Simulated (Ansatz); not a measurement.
Process, species as SMILES: P (PH3) → [PH2-] + H+
B3LYP-D3(BJ)/def2-TZVP geometries, fixed; electronic energies without zero-point terms.

Effect of a fitting basis named in the input at PBE0/aug-cc-pV(Q+d)Z with Ansatz (a quantum-chemistry and plane-wave program), against the last row, where the deprotonation energy is 372.49 kcal/mol. The default fits or decomposes integrals by the program's own choice; accuracy: high also tightens integrals, grids and stops.

| setting | largest shift of a total energy (mEh) | shift of the deprotonation energy (kcal/mol) |
|---|---|---|
| fitting: def2-SV(P)-JKFIT | -0.408 | -0.230 |
| fitting: def2-universal-JKFIT | -0.408 | -0.230 |
| fitting: cc-pVTZ-JKFIT | -0.503 | -0.297 |
| fitting: cc-pVQZ-JKFIT | -0.474 | -0.292 |
| fitting: cc-pV5Z-JKFIT | -0.449 | -0.276 |
| accuracy: high | -0.016 | 0.000 |
| accuracy: medium (default) | 0.000 | 0.000 |

Within 0.1 kcal/mol in the deprotonation energy: accuracy: high. The largest shift is 0.503 mEh in a total energy and 0.297 kcal/mol in the difference.
